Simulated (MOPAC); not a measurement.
Job for MOPAC: PM7 on NH3 (SMILES N).

```
PM7 1SCF PRECISE CHARGE=0 THREADS=1
H3N

N      0.00000000 1     0.00000000 1     0.11289000 1
H      0.00000000 1     0.93802400 1    -0.26340900 1
H      0.81235300 1    -0.46901200 1    -0.26340900 1
H     -0.81235300 1    -0.46901200 1    -0.26340900 1
```

The log:

```
*******************************************************************************
 **                                                                           **
 **                              MOPAC v23.2.5                                **
 **                                                                           **
 *******************************************************************************
 ** MOPAC's Digital Object Identifier: https://doi.org/10.5281/zenodo.6511958 **
 **                                                                           **
 ** Please cite the open-source release paper for use of this MOPAC version:  **
 ** J. E. Moussa and J. J. P. Stewart (2026)                                  **
 ** MOPAC: An open-source semiempirical molecular orbital program             **
 ** J. Open Source Softw., 11(119), 8025, https://doi.org/10.21105/joss.08025 **
 *******************************************************************************

                              PM7 CALCULATION RESULTS

 *******************************************************************************
 *  PM7        - The PM7 Hamiltonian to be used
 *
 *
 *
 *                 CHARGE ON SYSTEM = 0
 *
 *
 *
 *  PRECISE    - TIGHTER CRITERIA TO BE USED
 *  1SCF       - DO 1 SCF AND THEN STOP
 *  THREADS=1  - MULTI-THREADING NOT USED
 *  T=         - A TIME OF 172800.0 SECONDS REQUESTED
 *  DUMP=N     - RESTART FILE WRITTEN EVERY 7200.0 SECONDS REQUESTED
 *******************************************************************************
PM7 1SCF PRECISE CHARGE=0 THREADS=1
 H3N

   ATOM   CHEMICAL          X               Y               Z
  NUMBER   SYMBOL      (ANGSTROMS)     (ANGSTROMS)     (ANGSTROMS)

     1       N          0.00000000  *   0.00000000  *   0.11289000  *
     2       H          0.00000000  *   0.93802400  *  -0.26340900  *
     3       H          0.81235300  *  -0.46901200  *  -0.26340900  *
     4       H         -0.81235300  *  -0.46901200  *  -0.26340900  *



          CARTESIAN COORDINATES

    NO.       ATOM           X           Y           Z

     1         N          0.0000      0.0000      0.1129
     2         H          0.0000      0.9380     -0.2634
     3         H          0.8124     -0.4690     -0.2634
     4         H         -0.8124     -0.4690     -0.2634

 General Reference for PM7:
 "Optimization of Parameters for Semiempirical Methods VI: More Modifications to the
 NDDO Approximations and Re-optimization of Parameters", J. J. P. Stewart, J. Mol. Mod., 1:32, 19 (2013)
 https://link.springer.com/article/10.1007/s00894-012-1667-x

           Empirical Formula: H3 N  =     4 atoms



      MOLECULAR POINT GROUP   :   C3v


      RHF CALCULATION, NO. OF DOUBLY OCCUPIED LEVELS = 4


 -------------------------------------------------------------------------------
 PM7 1SCF PRECISE CHARGE=0 THREADS=1
 H3N



     1SCF WAS SPECIFIED, SO BFGS WAS NOT USED
     SCF FIELD WAS ACHIEVED


                              PM7 CALCULATION
                                                       MOPAC v23.2.5 Linux




          FINAL HEAT OF FORMATION =         -3.79871 KCAL/MOL =     -15.89378 KJ/MOL


          COSMO AREA              =         47.50 SQUARE ANGSTROMS
          COSMO VOLUME            =         29.82 CUBIC ANGSTROMS

          IONIZATION POTENTIAL    =         10.417073 EV
          HOMO LUMO ENERGIES (EV) =        -10.417  4.550
          NO. OF FILLED LEVELS    =          4
          MOLECULAR WEIGHT        =         17.0304         POINT GROUP:  C3v

          MOLECULAR DIMENSIONS (Angstroms)

            Atom       Atom       Distance
            H     4    H     3     1.62471
            H     3    H     2     1.40704
            H     2    N     1     0.37630


          SCF CALCULATIONS        =          1





   ATOM   CHEMICAL          X               Y               Z
  NUMBER   SYMBOL      (ANGSTROMS)     (ANGSTROMS)     (ANGSTROMS)

     1       N          0.00000000  *   0.00000000  *   0.11289000  *
     2       H          0.00000000  *   0.93802400  *  -0.26340900  *
     3       H          0.81235300  *  -0.46901200  *  -0.26340900  *
     4       H         -0.81235300  *  -0.46901200  *  -0.26340900  *

                             CARTESIAN COORDINATES

   1    N        0.000000000     0.000000000     0.112890000
   2    H        0.000000000     0.938024000    -0.263409000
   3    H        0.812353000    -0.469012000    -0.263409000
   4    H       -0.812353000    -0.469012000    -0.263409000


           Empirical Formula: H3 N  =     4 atoms



      MOLECULAR POINT GROUP   :   C3v


                  EIGENVALUES
 -35.53838 -16.01672 -16.01672 -10.41707   4.54999   6.67342   6.67342


              NET ATOMIC CHARGES AND DIPOLE CONTRIBUTIONS

  ATOM NO.   TYPE          CHARGE      No. of ELECS.   s-Pop       p-Pop
    1          N          -0.694810        5.6948     1.64497     4.04984
    2          H           0.231603        0.7684     0.76840
    3          H           0.231603        0.7684     0.76840
    4          H           0.231603        0.7684     0.76840
 DIPOLE           X         Y         Z       TOTAL
 POINT-CHG.    -0.000    -0.000    -1.256     1.256
 HYBRID         0.000     0.000    -1.140     1.140
 SUM           -0.000    -0.000    -2.396     2.396


          ATOMIC ORBITAL ELECTRON POPULATIONS

     Atom    s        px        py        pz
    1  N   1.64497   1.19276   1.19276   1.66431
    2  H   0.76840
    3  H   0.76840
    4  H   0.76840

 **********************
 *                    *
 * JOB ENDED NORMALLY *
 *                    *
 **********************




 == MOPAC DONE ==
```

The run finished.

Cost: very roughly 0.010 core-seconds.
